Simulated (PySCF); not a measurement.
Gas-phase reaction: 3 H₃SiNH₂ + trisilylamine ⇌ 4 N + 6 SiH₄

Computed with PySCF and rigid-rotor harmonic-oscillator thermochemistry at 1 bar. † marks an energy on the PBE0/def2-TZVP geometry and frequencies. MP2 freezes the core. Open shells (unrestricted): N (multiplicity 4); the rest are closed-shell singlets. H₃SiNH₂: computed as isolated molecules; such fragments, hydroxides, amides, oligomers or adducts are transient or little studied in the gas. MP2 isn't extrapolated to the basis-set limit.

BLYP/def2-TZVP† gives ΔH°(298 K) = 2257 kJ.

### Question
What do ωB97X-V/def2-TZVP†, PBE/def2-TZVP†, MP2/def2-SVP† give?

### Answer
ωB97X-V/def2-TZVP†: 2305 kJ; PBE/def2-TZVP†: 2392 kJ; MP2/def2-SVP†: 2071 kJ. For scale, ΔH°(298 K) is 2257 kJ at this level, 2313 kJ at ωB97M-V/def2-TZVP†, and runs from 1072 to 2807 kJ over the 17 levels computed.
